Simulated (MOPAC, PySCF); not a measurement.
Breaking a bond: SMILES C (CH4), singlet. The C1–H5 bond (C1 also carries H, H, H; H5 carries nothing else) is stretched with both fragments frozen at the PBE0/def2-TZVP optimised geometry.

- RHF/LANL2DZ = restricted Hartree-Fock/LANL2DZ in PySCF 2.14.0
- AM1, restricted, heats of formation (MOPAC)
- UHF/LANL2DZ = unrestricted Hartree-Fock/LANL2DZ (PySCF)
- UCCSD(T) = CCSD(T) on UHF/cc-pVDZ, 1 core orbital frozen run with PySCF

Energies relative to the lowest point of each curve near equilibrium, in kcal/mol; the last columns give the difference from UCCSD(T):

```csv
R / Å,RHF/LANL2DZ,AM1,UHF/LANL2DZ,UCCSD(T),RHF/LANL2DZ − UCCSD(T),AM1 − UCCSD(T),UHF/LANL2DZ − UCCSD(T)
0.88,26.8,30.3,26.8,31.0,-4.2,-0.7,-4.2
0.92,15.9,19.7,15.9,19.2,-3.3,0.5,-3.3
0.98,5.6,8.6,5.6,7.7,-2.1,0.9,-2.1
1.01,2.6,5.0,2.6,4.1,-1.5,0.8,-1.5
1.07,0.1,0.8,0.1,0.5,-0.4,0.4,-0.4
1.09,0.0,0.2,0.0,0.1,-0.1,0.2,-0.1
1.11,0.3,0.0,0.3,0.0,0.3,0.0,0.3
1.16,2.2,0.7,2.2,1.1,1.1,-0.3,1.1
1.21,5.4,3.1,5.4,3.6,1.8,-0.5,1.8
1.27,10.6,7.5,10.6,8.0,2.7,-0.4,2.7
1.34,17.9,14.4,17.9,14.3,3.6,0.1,3.6
1.49,35.8,33.0,35.8,30.0,5.8,3.0,5.8
1.64,54.6,53.8,54.6,46.1,8.5,7.6,8.5
1.80,74.1,75.9,70.3,62.4,11.7,13.5,7.9
1.97,93.4,97.5,79.9,77.2,16.2,20.3,2.7
2.16,112.9,118.6,85.7,90.5,22.4,28.1,-4.7
2.39,133.6,139.7,89.3,102.3,31.3,37.4,-12.9
2.67,154.9,159.4,91.3,110.0,45.0,49.4,-18.7
2.96,173.1,173.9,92.1,112.7,60.4,61.2,-20.7
3.30,190.3,185.6,92.4,113.7,76.7,71.9,-21.2
3.80,209.4,196.3,92.6,114.0,95.4,82.3,-21.4
```

RHF/LANL2DZ is furthest from UCCSD(T) at 3.80 (95.4 kcal/mol, above); its mean absolute difference over the points is 18.8 kcal/mol.

AM1 is furthest from UCCSD(T) at 3.80 (82.3 kcal/mol, above); its mean absolute difference over the points is 18.1 kcal/mol.

UHF/LANL2DZ is furthest from UCCSD(T) at 3.80 (-21.4 kcal/mol, below); its mean absolute difference over the points is 6.9 kcal/mol.

The restricted form behind RHF/LANL2DZ, AM1 keeps the bonding electrons paired and can't separate into open-shell fragments. The unrestricted determinant behind UHF/LANL2DZ, UCCSD(T) is spin-contaminated at 1.80 to 3.80 Å (<S²> up to 1.0, against 0.00 for a pure singlet).
